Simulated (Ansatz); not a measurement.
**What a trial cell of Y3Nb relaxes into**

Computed with Ansatz, DFT PBE, scalar-relativistic, plane waves, PAW. Cutoff 420 eV, Γ-centred k mesh, Gaussian smearing, no spin polarisation in the final step.

This is the end of a relaxation of cell and atoms.

```
CELL_PARAMETERS angstrom
4.78644 0.00000 0.00000
0.00000 4.78644 0.00000
0.00000 0.00000 4.78644
ATOMIC_POSITIONS crystal
Y 0.00000 0.50000 0.50000
Y 0.50000 0.00000 0.50000
Y 0.50000 0.50000 0.00000
Nb 0.00000 0.00000 0.00000
```

The zero of energy is the elements' standard structures at the same level; no fitted shifts are applied.

(1) What space group does it have?

(2) How far does it lie from the elements in energy?

(3) Is it a metal?

Results:

(1) Pm-3m (No. 221). Conventional cell: a = 4.786 Å. Y has 4 Nb at 3.38 Å and 8 Y at 3.38 Å; Nb is coordinated by 12 Y at 3.38 Å.

(2) 0.30 eV/atom.

(3) Yes, bands cross the Fermi level on the 10×10×10 mesh.

The final run used a 10×10×10 mesh on its 4-atom cell and 0.10 eV smearing. The k mesh leaves about 4 meV/atom of noise in metals. The cell came from a trial start, so Y3Nb may not exist in this structure.

Cost: 3 runs of about 0.38 core-minutes in all, on Intel Xeon 6975P-C (Granite Rapids) (shared hosts).